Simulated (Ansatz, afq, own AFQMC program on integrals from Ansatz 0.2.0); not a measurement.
## Where AFQMC and coupled cluster stand for AlSiH, triplet

```xyz
3

Si    0.0000   -0.0360    1.1654
Al    0.0000   -0.0118   -1.2249
H     0.0000    1.3177    0.3154
```

Connectivity, by distances: SiH–Al.

Basis cc-pVTZ. Only valence electrons are correlated. AFQMC by an in-house program on the Cholesky factors that Ansatz 0.2.0 writes for its CCSD(T) run. The CISD trial takes its coefficients from CCSD amplitudes. Released means that phaseless walkers are propagated on without the constraint, phases kept. Error bars are statistical, one sigma.

Determinant: UHF, the one that the program's search chose, which needn't be the lowest solution. The geometry is a PBE0/def2-TZVP stationary point of this or a neighbouring charge and spin state.

No full CI on the walks' own integrals is used here; CCSDT(Q) serves as the reference and is uncertain by about the last step of the cluster series.

Cautions: lower spins were not checked; unrestricted determinant slightly spin contaminated (⟨S²⟩ 2.09 against 2.00); the released energies are still falling, so no released level is given (meV from the phaseless value at times in 1/Eh: -7 ± 4 at 0.24, -14 ± 6 at 0.51, -19 ± 4 at 0.99, -25.2 ± 2.4 at 1.62, -29 ± 4 at 2.40), though the last usable value meets CCSDT(Q) within the noise.

- T1 diagnostic: 0.0390
- weight of the determinant in the CISD state: 0.841
- ⟨S²⟩ of the determinant: 2.090
- size of the correlated space: 8 electrons in 72 orbitals

Reference: CCSDT(Q), correlation energy -5.138 eV.

```tsv
level	E − E(reference) (kJ/mol)	share of correlation (%)
HF	495.7	0.00
MP2	119.0	75.99
CCSD	31.8	93.59
CCSD(T)	6.6	98.67
CCSDT	1.8	99.64
ph-AFQMC/HF	6.0 ± 2.2	98.79
ph-AFQMC/CISD	3.0 ± 0.4	99.40
```

A walk keeps the symmetry of its determinant, which the program's search chose and which needn't be the lowest solution, so a lower state of the same spin and another symmetry isn't excluded.
